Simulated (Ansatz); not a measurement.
Lanthanum, dhcp: convergence with the k-point mesh

Computed with Ansatz, LDA, scalar-relativistic PAW, on the relaxed cell (a = 3.600 Å, c = 11.552 Å (c/a = 3.209); spin not included). Errors count from a run at 420 eV on a Γ-centred 13×13×4 mesh with Fermi-Dirac smearing of 0.1 eV, extrapolated to zero width. Fixed here: cutoff 420 eV, Fermi-Dirac width 0.1 eV. The SCF starts from atomic densities corrected by a trained network.

```tsv
k-mesh	E(σ→0) error (meV/atom)	P (GPa)	SCF iterations
2×2×1	-1144.0	-7.35	7
3×3×1	-182.8	-2.95	7
4×4×1	103.3	-0.69	7
5×5×2	37.5	0.35	7
6×6×2	-0.1	0.04	7
8×8×3	-1.1	-0.08	7
15×15×4	1.1	-0.05	7
```

**Question.** What does the run at 11×11×3 give (k-mesh)?

**Answer.** E(σ→0) error (meV/atom): 2.3; P (GPa): 0.03; SCF iterations: 6.

Within 5 meV/atom of the last row: from 6×6×2 on.
